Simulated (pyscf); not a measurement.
PySCF, gas phase, ωB97X-D3(BJ)/def2-SVP geometries.

Q: Estimate by transition-state theory the rate constant of F–N•–F + F–SiH₃ -> F–SiH₂–N(F)–F + H• (doublet surface; H–Si broken, N–Si formed) at 900 K, with ωB97M-D3(BJ)/def2-TZVP energies (ideal gas, 1 atm, RRHO with modes under 100 cm⁻¹ raised to 100, one conformer, R ln 2 for chiral ones without a mode under 150 cm⁻¹; no tunnelling).

A: The electronic barrier is 39.0 kcal/mol and the thermal terms add +29.3, so ΔG‡ = 68.3 kcal/mol. With k_BT/h = 1.88e+13 s⁻¹ and RT = 1.788 kcal/mol, and a volume of 1.23e-19 cm³ per molecule at 1 atm, k = 6.0e-23 cm³ molecule⁻¹ s⁻¹. Wigner's tunnelling factor for 640i cm⁻¹ would be 1.04. A shift of 1 kcal/mol in the barrier changes k by a factor 1.7. F–SiH₂–N(F)–F lies 207.4 kcal/mol over its isomer H₂N–Si(F)(F)–F (electronic energy, ωB97M-D3(BJ)/def2-TZVP). One saddle was located; it need not be the lowest between these sides. The angle at the attacked Si is 159°.
